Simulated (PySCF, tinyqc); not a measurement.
Inside a calculation. Method: RHF in the sto-6g basis, for CH2, spin multiplicity 1. This run ends on a higher stationary point, not on the lowest solution. The lowest restricted solution is unstable here: a spin-polarised one lies 0.0358 hartree lower (PySCF). Computed by tinyqc, a small Python program that keeps every step (integrals from PySCF). Settings: charge = 0, multiplicity = 1, basis = sto-6g, energy threshold = 1e-10, iteration cap = 81, orthogonalisation = canonical, start = core, DIIS depth = 0, damping = 0.3, method = RHF. Command: `OMP_NUM_THREADS=1 python tinyqc.py 30412 30413 out.jsonl` (the two numbers bound the seeds that draw the settings). One thread of a shared host (Intel(R) Xeon(R) Processor @ 2.60GHz), about 0.1 s of CPU time with the checks.

Geometry (angstrom):
```
atom       x        y       z
C     0.0000   0.0000  0.0000
H     0.0000   1.2710  0.6000
H     0.0000  -1.2740  0.6020
```

Stop when the energy changes by less than 1e-10 hartree and every element of the error matrix X^T (F D S - S D F) X is below 3e-06.

Course of the cycle:
```
iteration  E (hartree)     change  largest element of the error matrix
1           -37.128577          -                             6.68e-01
2           -38.039455  -9.11e-01                             1.98e-01
3           -38.356771  -3.17e-01                             5.84e-02
4           -38.457980  -1.01e-01                             2.93e-02
5           -38.489271  -3.13e-02                             1.45e-02
6           -38.498839  -9.57e-03                             7.13e-03
7           -38.501751  -2.91e-03                             3.57e-03
8           -38.502637  -8.85e-04                             1.92e-03
9           -38.502905  -2.69e-04                             1.02e-03
10          -38.502987  -8.16e-05                             5.41e-04
11          -38.503012  -2.48e-05                             3.11e-04
12          -38.503019  -7.52e-06                             1.83e-04
13          -38.503022  -2.29e-06                             1.07e-04
14          -38.503022  -6.95e-07                             6.21e-05
15          -38.503022  -2.12e-07                             3.61e-05
16          -38.503023  -6.44e-08                             2.09e-05
17          -38.503023  -1.96e-08                             1.21e-05
18          -38.503023  -6.00e-09                             6.97e-06
19          -38.503023  -1.83e-09                             4.02e-06
20          -38.503023  -5.61e-10                             2.31e-06
21          -38.503023  -1.72e-10                             1.33e-06
22          -38.503023  -5.28e-11                             7.66e-07
```

Can the last value be used, and what does the course show?

No, though the log alone does not show it. Converged in 22 iterations. But the solution lies 0.13082 hartree above the reference: it is another stationary point, not the lowest restricted one. Reruns (cap 100 unless said): DIIS 8: converged in 8 to a higher stationary point; damping 0.5: converged in 36 to a higher stationary point; level shift 0.5: converged in 23 to a higher stationary point; atomic densities as start, DIIS 8: converged in 9. PySCF RHF in the same basis = -38.633841 hartree.
